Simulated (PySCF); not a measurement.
Mapped SMILES: `[CH2:1]=[P:2]([CH3:3])([CH3:4])[CH3:5]`. Hydrogens are named by the atom that carries them.

Geometry: PBE0-D3(BJ)/def2-SVP; GIAO shifts from PySCF, gas phase, non-relativistic, averaged over equivalent atoms.

At PBE0/pcSseg-1 (147 basis functions, 12 s wall time on 1 thread of an Arm Neoverse V1, shared host):
```
            atoms  δ (ppm)
         C3/C4/C5     21.0
               C1     -9.0
               P2    -37.8
H(C3)/H(C4)/H(C5)     1.19
            H(C1)    -0.46
```

References, each an isolated molecule treated in the same way: TMS for 13C (σ = 184.41 ppm) and 1H (σ = 31.27 ppm); H3PO4 for 31P (σ = 310.13 ppm).

Q: Estimate the result of repeating the calculation with PBE/pcSseg-1.

A: 
| atoms | δ at PBE/pcSseg-1 | change |
| --- | --- | --- |
| C3/C4/C5 | 21.6 | +0.6 |
| C1 | -7.9 | +1.1 |
| P2 | -38.3 | -0.5 |
| H(C3)/H(C4)/H(C5) | 1.25 | +0.06 |
| H(C1) | -0.39 | +0.07 |

δ = σ(ref) − σ, references computed at the same level: 13C (180.03 ppm), 1H (31.20 ppm) vs TMS; H3PO4 for 31P (295.64 ppm).

The largest change is at C1 (carbon double-bonded to a heavier main-group atom). Cost: 147 basis functions, 21 s wall time on 1 thread of an Arm Neoverse V1, shared host.

The carbons averaged at δ 21.0 differ by 10 ppm in this conformer. Experimental scales use liquid or dissolved standards, which lie at an offset from isolated H3PO4.
